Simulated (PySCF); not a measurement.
## CH at CAM-B3LYP

Computed with CAM-B3LYP; PySCF, no relativity, basis sets H def2-TZVP, C def2-TZVP.

| Item | Value |
| --- | --- |
| state | ²Π (doublet), unpaired electrons π ↑ |
| bond length | 1.121 Å |
| harmonic wavenumber | 2872 cm⁻¹ |
| force constant | 4.52 mdyn/Å |
| rotational constant Be | 14.44 cm⁻¹ |
| anharmonicity ωexe | 57.2 cm⁻¹ |
| vibration–rotation constant αe | 0.504 cm⁻¹ |
| well depth De to H + C | 3.65 eV |
| dissociation energy D0 | 3.47 eV |
| bond order (Mayer) | 0.91 |
| dipole moment (positive dipole means H(−)C(+)) | -1.55 D |

The state is the lowest determinant that a PBE0 search found; another state may lie lower at other levels.
